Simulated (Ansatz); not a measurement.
# AlSiH4 (doublet): the correlation ladder at distance Al1–H4 along a hydrogen transfer = 1.586 Å, cc-pVDZ

Aim: climb from Hartree-Fock through coupled cluster and multireference methods for AlSiH4 (doublet) at one geometry and basis, and see what each rung misses.

The runs use Ansatz 0.2.0, Gaussian basis; cc-pVDZ, core rule «outside noble gas», up to 10 orbitals frozen.

To be run: UHF; CCSD(T) on ROHF; CCSD(T) on UHF; BCCD(T) on ROHF; CISD; CCSDT(Q) on ROHF; CCSDT(Q) on UHF; CASSCF and MRCISD+Q, 3 electrons in 3 orbitals; CASSCF and NEVPT2, 3 electrons in 3 orbitals; CASSCF and NEVPT2, 9 electrons in 9 orbitals.

7 further runs of the same task are left out: 7 that didn't finish.

### 1 What is computed

The geometry derives from fragments relaxed apart (PBE0/def2-TZVP) and kept rigid, so it is no stationary point. A hydrogen atom is moved between rigid fragments.

6 atoms, charge 0, spin multiplicity 2.

Atoms are counted from 1 here; the program's logs count them from 0.

Bond lengths: Al1–H2 1.586 Å, Al1–H3 1.586 Å, Al1–H4 1.586 Å, Si5–H6 1.532 Å. Angles: H2–Al1–H3 120.0°, H2–Al1–H4 120.0°, H3–Al1–H4 120.0°.

### 2 UHF

The input, in.yaml:

```yaml
crystal:
  periodic: [false, false, false]
  atoms:
    - {symbol: Al, position_ang: [-1.892212, 0.025233, 0.000000]}
    - {symbol: H, position_ang: [-2.685135, 1.398618, 0.000000]}
    - {symbol: H, position_ang: [-2.685136, -1.348151, 0.000000]}
    - {symbol: H, position_ang: [-0.306365, 0.025233, 0.000000]}
    - {symbol: Si, position_ang: [1.937788, 0.025233, 0.000000]}
    - {symbol: H, position_ang: [2.334222, -1.454280, 0.000000]}
basis:
  gaussian: {orbitals: cc-pVDZ}
magnetization: {spin_polarized: true, initial_magnetization: 1}
hamiltonian: {xc: hf}
output: {orbitals: {seedname: orbitals}}
```

On the command line:

```sh
> ansatz run in.yaml --threads 1 --pin off --events-out ev --progress --plain --max-ram 2393MiB
```

The runs that follow: CCSD(T) on ROHF; CCSD(T) on UHF; BCCD(T) on ROHF; CISD; CCSDT(Q) on ROHF; CCSDT(Q) on UHF; CASSCF and MRCISD+Q, 3 electrons in 3 orbitals; CASSCF and NEVPT2, 3 electrons in 3 orbitals; CASSCF and NEVPT2, 9 electrons in 9 orbitals.

**Question.** What will the summary of the whole plan be? Wanted: UCCSDT(Q) below the RHF energy; RMP2 from UCCSDT(Q); UMP2 from UCCSDT(Q); RCCSD from UCCSDT(Q); RCCSD(T) from UCCSDT(Q); UCCSD(T) from UCCSDT(Q); RCCSDT(Q) from UCCSDT(Q); NEVPT2 pair from UCCSDT(Q); NEVPT2 frontier from UCCSDT(Q).

The runs gave:

| quantity | value |
| --- | --- |
| UCCSDT(Q) below the RHF energy | -5.5147 eV |
| RMP2 from UCCSDT(Q) | +32.29 kcal/mol |
| UMP2 from UCCSDT(Q) | +32.71 kcal/mol |
| RCCSD from UCCSDT(Q) | +3.02 kcal/mol |
| RCCSD(T) from UCCSDT(Q) | +0.75 kcal/mol |
| UCCSD(T) from UCCSDT(Q) | +0.75 kcal/mol |
| RCCSDT(Q) from UCCSDT(Q) | 0.00 kcal/mol |
| NEVPT2 pair from UCCSDT(Q) | +31.58 kcal/mol |
| NEVPT2 frontier from UCCSDT(Q) | +28.90 kcal/mol |
| levels within 1 kcal/mol (43 meV) | RCCSD(T), UCCSD(T), BCCD(T), RCCSDT, UCCSDT, RCCSDT(Q) |
| T1 diagnostic | 0.017 |

What this shows: RCCSD(T) misses by +0.75 kcal/mol, 0.6 % of the correlation energy. Of the multireference levels listed NEVPT2 frontier comes nearest in total energy (+28.90 kcal/mol), which doesn't show that its space is the better one. These misses are within one basis, not against nature; the frozen cores of restricted and unrestricted runs differ, which can shift their rows.
